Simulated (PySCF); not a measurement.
All of these have the formula C5H9F. Method: TDDFT CAM-B3LYP/def2-SVPD, vertical, gas phase, core orbitals frozen in the response (PySCF). Geometries: GFN2-xTB; one conformer of each isolated species. Triplets are in the Tamm–Dancoff approximation. 'Strongest' means the level of largest summed f among the lowest 8 singlets; it needn't be the same kind of state in each.

Question: Rank by computed energy of the strongest computed level, lowest first.
A. `C/C=C/[C@@H](C)F`
B. `C=C[C@H](C)CF`
C. `FC1CCCC1`
D. `CC(C)=CCF`

Answer: D (7.04 eV), A (7.33 eV), B (7.55 eV), C (9.50 eV).

| SMILES | strongest (eV) | gap (eV) | f (S1) | α (au) | HOMO (eV) | S1 mainly |
| --- | --- | --- | --- | --- | --- | --- |
| CC(C)=CCF | 7.04 | 9.52 | 0.002 | 62.8 | -8.30 | H→L (94%) |
| C/C=C/[C@@H](C)F | 7.33 | 9.92 | 0.031 | 63.7 | -8.58 | H→L (57%) |
| C=C[C@H](C)CF | 7.55 | 10.30 | 0.129 | 62.6 | -8.98 | H→L (51%) |
| FC1CCCC1 | 9.50 | 11.75 | 0.008 | 57.4 | -10.41 | H→L (87%) |

H and L stand for HOMO and LUMO.

- `CC(C)=CCF`: Löwdin shares by element: HOMO carbon 78% or more (atoms not listed hold the other 22%); LUMO carbon 42% or more, hydrogen 8% or more (atoms not listed hold the other 51%).
- `C/C=C/[C@@H](C)F`: Löwdin shares by element: HOMO carbon 81% or more (atoms not listed hold the other 19%); LUMO carbon 54% or more (atoms not listed hold the other 46%).
- `C=C[C@H](C)CF`: Löwdin shares by element: HOMO carbon 83% or more (atoms not listed hold the other 17%); LUMO carbon 63% or more, hydrogen 6% or more (atoms not listed hold the other 31%).
- `FC1CCCC1`: Löwdin shares by element: HOMO carbon 41% or more, fluorine 28% (atoms not listed hold the other 31%); LUMO carbon 32% or more, hydrogen 9% or more (atoms not listed hold the other 59%).
